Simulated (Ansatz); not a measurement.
Cost and result for the atomization energy of `FC1(Cl)CCC1` (12 atoms, 12 bonds).

Z-matrix (Å, degrees):
```
C
Cl 1 1.774
C 1 1.526 2 118.1
C 1 1.526 2 118.1 3 107.3
F 1 1.366 2 107.6 3 -126.4
C 3 1.546 1 87.6 2 139.9
H 3 1.089 1 111.3 2 26.6
H 3 1.089 1 115.0 2 -99.3
H 4 1.089 1 115.0 2 99.3
H 4 1.089 1 111.3 2 -26.6
H 6 1.089 3 116.5 1 -136.4
H 6 1.090 3 112.2 1 96.7
```

Total charge 0; spin multiplicity 1. Geometry: relaxed with PBE0-D4/def2-TZVP. Program: Ansatz. All runs use 4 threads of an Arm Neoverse V2 on a shared host. Times are those of one run each, without the atoms' runs, and a repeat can differ threefold. Electronic energies, without spin–orbit coupling; frozen cores. CCSD(T)/CBS adds CCSD(T) − MP2 in def2-TZVPP to the MP2 limit, and its time is that of the two runs behind it. T1 = 0.010. B3LYP takes the VWN-RPA correlation (the form of Gaussian; ORCA's B3LYP/G).

CCSD(T)/CBS is a level of theory with its own doubt, some kJ/mol a heavy atom from the limit and from the frozen cores, so smaller differences don't rank the functionals.

| level | functions | wall time |
| --- | --- | --- |
| PBE-D4/def2-TZVPP (with forces) | 281 | 2.6 s |
| PBE0-D4/def2-TZVPP | 281 | 3 s |
| B3LYP-D4/def2-TZVPP (with forces) | 281 | 4.7 s |
| r2SCAN-D4/def2-TZVPP (with forces) | 281 | 4.8 s |
| B2PLYP/def2-TZVPP | 281 | 6 s |
| ωB97X-V/def2-TZVPP | 281 | 8 s |
| ωB97M-V/def2-TZVPP (with forces) | 281 | 11 s |
| MP2/def2-QZVPP | 535 | 25 s |
| CCSD(T)/def2-TZVPP | 281 | 4.2 min |
| CCSD(T)/CBS(def2) | – | 4.6 min |

What atomization energy does each give, and how far from CCSD(T)/CBS? (An estimate is asked.)

The calculation gave: 
```csv
level,atomization (kcal/mol),difference from CCSD(T)/CBS,per bond
PBE-D4/def2-TZVPP (with forces),1180.2,37.4,3.1
PBE0-D4/def2-TZVPP,1158.8,16.0,1.3
B3LYP-D4/def2-TZVPP (with forces),1140.0,-2.8,-0.2
r2SCAN-D4/def2-TZVPP (with forces),1150.2,7.4,0.6
B2PLYP/def2-TZVPP,1130.4,-12.4,-1.0
ωB97X-V/def2-TZVPP,1148.5,5.7,0.5
ωB97M-V/def2-TZVPP (with forces),1149.6,6.8,0.6
MP2/def2-QZVPP,1157.4,14.6,1.2
CCSD(T)/def2-TZVPP,1115.5,-27.3,-2.3
CCSD(T)/CBS(def2),1142.8,0.0,0.0
```

From PBE to PBE0 (25 % exact exchange), in def2-TZVPP and without D4, the atomization energy moves by −20.5 kcal/mol: exact exchange takes away binding that semilocal exchange gives to molecules. In def2-TZVPP, CCSD(T) changes the Hartree–Fock value by +280.3 kcal/mol (the triples alone add +18.8 kcal/mol) and MP2 by +306.2 kcal/mol; breaking electron pairs costs correlation energy, which Hartree–Fock lacks. The D4 term adds +10.0 kcal/mol with B3LYP and +5.2 kcal/mol with PBE0; it sums over pairs of atoms, weighted by their polarisabilities, and B3LYP, whose exchange is more repulsive, gets the larger term.
